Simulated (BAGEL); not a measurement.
# HF/def2-SVP (density fitting with qzvpp-jkfit) run of C2H2F2O (SMILES FC1OC1F)

What is the energy change on altering one bond length of C2H2F2O at HF/def2-SVP (density fitting with qzvpp-jkfit)? 

The results are computed with BAGEL 1.2.2.

4 further runs of the same task are left out: 1 that didn't finish, 3 set aside as unsound or not needed.

## (1) The system as given

C2H2F2O: 7 atoms, total charge 0, spin state singlet. SMILES: `FC1OC1F`. The shape is that of a PBE0-D4/def2-TZVP optimisation.

Bond lengths: F1–C2 1.341 Å, C2–O3 1.396 Å, C2–C4 1.451 Å, O3–C4 1.396 Å, C4–F5 1.341 Å, C2–H6 1.086 Å, C4–H7 1.086 Å. Some angles: F1–C2–O3 115.6°, F1–C2–C4 118.3°, O3–C2–C4 58.7°, C2–O3–C4 62.7°, C2–C4–O3 58.7°, C2–C4–F5 118.3°, O3–C4–F5 115.6°, F1–C2–H6 111.5°, O3–C2–H6 117.0°, C4–C2–H6 125.3°.

## (2) A single-point energy at HF/def2-SVP (density fitting with qzvpp-jkfit)

Input file input.json:

```json
{ "bagel" : [

{
  "title" : "molecule",
  "basis" : "svp",
  "df_basis" : "qzvpp-jkfit",
  "angstrom" : true,
  "geometry" : [
    { "atom" : "F", "xyz" : [   -1.664000,    0.243600,    0.558700 ] },
    { "atom" : "C", "xyz" : [   -0.421700,   -0.262000,    0.552400 ] },
    { "atom" : "O", "xyz" : [   -0.074300,   -0.991300,   -0.585800 ] },
    { "atom" : "C", "xyz" : [    0.527200,    0.256600,   -0.415700 ] },
    { "atom" : "F", "xyz" : [    0.116200,    1.216500,   -1.257500 ] },
    { "atom" : "H", "xyz" : [   -0.164000,   -0.696100,    1.514300 ] },
    { "atom" : "H", "xyz" : [    1.606300,    0.271400,   -0.291800 ] }
  ]
},
{
  "title" : "hf"
},
{
  "title" : "print",
  "file" : "orbitals.molden",
  "orbitals" : true
}

]}
```

Launch:

```console
$ BAGEL_NUM_THREADS=1 BAGEL input.json > input.out
```

What it wrote:

```text
* using 1 threads per process

  ===============================================================
  ===============================================================

  *** Geometry ***

  { "atom" : "F", "xyz" : [     -3.144504,      0.460337,      1.055790 ] },
  { "atom" : "C", "xyz" : [     -0.796898,     -0.495108,      1.043885 ] },
  { "atom" : "O", "xyz" : [     -0.140407,     -1.873286,     -1.107002 ] },
  { "atom" : "C", "xyz" : [      0.996264,      0.484904,     -0.785559 ] },
  { "atom" : "F", "xyz" : [      0.219586,      2.298852,     -2.376331 ] },
  { "atom" : "H", "xyz" : [     -0.309915,     -1.315438,      2.861612 ] },
  { "atom" : "H", "xyz" : [      3.035467,      0.512872,     -0.551422 ] },

  Number of auxiliary basis functions:      417

  Since a DF basis is specified, we compute 2- and 3-index integrals:
    o Being stored without compression. Storage requirement is 0.021 GB

  Number of basis functions:       80
  Number of electrons      :       40

    * METHOD: MOLECULE                             0.16

  *** RHF ***

  === Nuclear Repulsion ===
   185.0079652992

      * DIIS with orbital gradients will be used.

  === RHF iteration (svp) ===
      0       -350.08986550          0.02034971           0.04
      1       -350.22691215          0.01372007           0.04
      2       -350.30015659          0.00150687           0.04
      3       -350.30191861          0.00042398           0.04
      4       -350.30203209          0.00015857           0.04
      5       -350.30205581          0.00005888           0.04
      6       -350.30205901          0.00002114           0.04
      7       -350.30205939          0.00000446           0.04
      8       -350.30205940          0.00000226           0.04
      9       -350.30205940          0.00000055           0.04
     10       -350.30205940          0.00000019           0.04
     11       -350.30205940          0.00000008           0.04
     12       -350.30205940          0.00000003           0.04
     13       -350.30205940          0.00000001           0.04
     14       -350.30205940          0.00000000           0.04
    * SCF iteration converged.

    * Permanent dipole moment:
           (   -0.960378,     0.065799,    -0.906133) a.u.

    * METHOD: HF                                   0.73

    * METHOD: PRINT                                0.02

  ===============================================================
```

Wall time 1.1 s (1 thread of Arm Neoverse V1, shared host); peak memory 0.098 GiB.

## (3) The distorted shape, same level

Input file calc.json:

```json
{ "bagel": [

{
  "title": "molecule",
  "basis": "svp",
  "df_basis": "qzvpp-jkfit",
  "angstrom": true,
  "geometry": [
    { "atom": "F", "xyz": [   -1.825831,    0.241380,    0.540119 ] },
    { "atom": "C", "xyz": [   -0.583531,   -0.264220,    0.533819 ] },
    { "atom": "O", "xyz": [   -0.236131,   -0.993520,   -0.604381 ] },
    { "atom": "C", "xyz": [    0.365369,    0.254380,   -0.434281 ] },
    { "atom": "F", "xyz": [   -0.045631,    1.214280,   -1.276081 ] },
    { "atom": "H", "xyz": [   -0.325831,   -0.698320,    1.495719 ] },
    { "atom": "H", "xyz": [    1.606300,    0.271400,   -0.291800 ] }
  ]
},
{ "title": "hf" },
{ "title": "print", "file": "orbitals.molden", "orbitals": true }

]}
```

Launch:

```console
$ BAGEL_NUM_THREADS=1 BAGEL calc.json > calc.out
```

What it wrote:

```text
* using 1 threads per process

  ===============================================================
  ===============================================================

  *** Geometry ***

  { "atom" : "F", "xyz" : [     -3.450321,      0.456142,      1.020677 ] },
  { "atom" : "C", "xyz" : [     -1.102714,     -0.499303,      1.008772 ] },
  { "atom" : "O", "xyz" : [     -0.446223,     -1.877481,     -1.142115 ] },
  { "atom" : "C", "xyz" : [      0.690447,      0.480709,     -0.820672 ] },
  { "atom" : "F", "xyz" : [     -0.086230,      2.294657,     -2.411444 ] },
  { "atom" : "H", "xyz" : [     -0.615731,     -1.319634,      2.826499 ] },
  { "atom" : "H", "xyz" : [      3.035467,      0.512872,     -0.551422 ] },

  Number of auxiliary basis functions:      417

  Since a DF basis is specified, we compute 2- and 3-index integrals:
    o Being stored without compression. Storage requirement is 0.021 GB

  Number of basis functions:       80
  Number of electrons      :       40

    * METHOD: MOLECULE                             0.16

  *** RHF ***

  === Nuclear Repulsion ===
   184.2147438821

      * DIIS with orbital gradients will be used.

  === RHF iteration (svp) ===
      0       -350.06788176          0.02060645           0.04
      1       -350.20794152          0.01399366           0.04
      2       -350.28500697          0.00153336           0.04
      3       -350.28689981          0.00045379           0.04
      4       -350.28703174          0.00016585           0.04
      5       -350.28705869          0.00006176           0.04
      6       -350.28706219          0.00002298           0.04
      7       -350.28706264          0.00000463           0.04
      8       -350.28706266          0.00000238           0.04
      9       -350.28706266          0.00000061           0.04
     10       -350.28706266          0.00000021           0.04
     11       -350.28706266          0.00000009           0.04
     12       -350.28706266          0.00000003           0.04
     13       -350.28706266          0.00000001           0.04
     14       -350.28706266          0.00000000           0.04
    * SCF iteration converged.

    * Permanent dipole moment:
           (   -0.933266,     0.070043,    -0.901801) a.u.

    * METHOD: HF                                   0.75

    * METHOD: PRINT                                0.02

  ===============================================================
```

It took 1.1 s on 1 thread of Arm Neoverse V1, shared host; peak memory 0.098 GiB.

## (4) Summary of results

At HF/def2-SVP (density fitting with qzvpp-jkfit):

```
                                                         quantity          value
                                        first shape: total energy  -350.30206 Eh
                                       first shape: dipole moment         3.36 D
                                         first shape: HOMO energy      -13.01 eV
                                         first shape: LUMO energy        5.00 eV
                                       first shape: HOMO–LUMO gap       18.01 eV
                                    distorted shape: total energy  -350.28706 Eh
                                   distorted shape: dipole moment         3.30 D
                                     distorted shape: HOMO energy      -12.96 eV
                                     distorted shape: LUMO energy        4.63 eV
                                   distorted shape: HOMO–LUMO gap       17.59 eV
energy change with the C4–H7 bond stretched from 1.086 to 1.249 Å       0.408 eV
```

With the C4–H7 bond stretched from 1.086 to 1.249 Å the energy rises by 0.41 eV (39.4 kJ/mol). The first shape isn't relaxed at this level, so the change isn't measured from a minimum.
